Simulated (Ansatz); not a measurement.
Relaxation of BH₇SSi (10 atoms, charge 0, multiplicity 1), to a largest force component of 0.03 eV/Å in at most 50 steps.

Method: RKS revPBE/def2-SVP (Ansatz 0.2.0).

```xyz
10
Properties=species:S:1:pos:R:3
B -0.935 -1.199 0.428
Si 1.314 0.837 -0.744
H -0.887 -1.828 -0.609
H -0.155 -1.374 1.339
H 0.035 0.323 -0.260
S -2.437 -0.135 0.651
H 1.038 1.873 -1.800
H 2.051 1.464 0.407
H 2.130 -0.285 -1.322
H -2.153 0.325 1.910
```

**Question.** Where does it end, and by what steps?

**Answer.** The run converged. The force dipped under the threshold on the way, but the program's further checks kept it going. After 11 steps the energy has fallen by 0.253 eV; B1 moved furthest, 1.07 Å.

```tsv
step	energy less start (eV)	largest force component (eV/Å)	accepted
0	0.0000	1.029	yes
1	-0.1010	0.705	yes
2	-0.1433	0.467	yes
3	-0.1912	0.248	yes
4	-0.2161	0.251	yes
5	-0.2349	0.313	yes
6	-0.2452	0.215	yes
7	-0.2500	0.124	yes
8	-0.2524	0.055	yes
9	-0.2528	0.033	yes
10	-0.2531	0.012	yes
11	-0.2532	0.026	yes
```

```xyz
10
Properties=species:S:1:pos:R:3
B -1.747 -1.703 0.901
Si 2.074 1.308 -1.184
H -1.681 -2.296 -0.155
H -0.936 -1.846 1.789
H 0.736 0.786 -0.737
S -3.126 -0.582 1.063
H 1.875 2.358 -2.242
H 2.794 1.912 -0.009
H 2.892 0.178 -1.746
H -2.881 -0.114 2.322
```

Whether the end is a true minimum wasn't checked by a vibrational analysis.

Time of the run: 13 s on 2 threads of Arm Neoverse V2, on a shared host, peak memory 0.12 GiB.
